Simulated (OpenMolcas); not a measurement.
**How basis sets differ on PH (SMILES [PH])**

The species is PH (2 atoms), meant as a triplet with charge 0. SMILES: `[PH]`. Geometry: relaxed at PBE0-D4/def2-TZVP.

| atom | x (Å) | y (Å) | z (Å) |
| --- | --- | --- | --- |
| P | 0.0000 | 0.0000 | -0.0146 |
| H | 0.0000 | 0.0000 | 1.4137 |

Quantity: the dipole moment, in D. The values are calculated.

```json
{"level": "ROHF/ANO-R0 (sfX2C)", "kind": "Hartree–Fock", "program": "OpenMolcas", "value (D)": "0.15"}
{"level": "UHF/STO-3G", "kind": "Hartree–Fock", "program": "OpenMolcas", "value (D)": "0.26"}
{"level": "ROHF/pcseg-0", "kind": "Hartree–Fock", "program": "OpenMolcas", "value (D)": "0.98"}
{"level": "UHF/3-21G", "kind": "Hartree–Fock", "program": "OpenMolcas", "value (D)": "0.85"}
{"level": "UHF/pcseg-0", "kind": "Hartree–Fock", "program": "OpenMolcas", "value (D)": "1.02"}
{"level": "ROHF/6-31G* (spherical functions)", "kind": "Hartree–Fock", "program": "OpenMolcas", "value (D)": "0.66"}
{"level": "UHF/6-31G* (spherical functions)", "kind": "Hartree–Fock", "program": "OpenMolcas", "value (D)": "0.68"}
{"level": "ROHF/cc-pVTZ", "kind": "Hartree–Fock", "program": "OpenMolcas", "value (D)": "0.53"}
{"level": "UHF/cc-pVTZ", "kind": "Hartree–Fock", "program": "OpenMolcas", "value (D)": "0.54"}
```

The values span 0.15 to 1.02 D. Magnitudes only: a small dipole may point the other way at some levels. Sets without polarisation functions give poor dipoles. Without the sets that lack polarisation functions the rows with a basis span only 0.53 to 0.68 D.
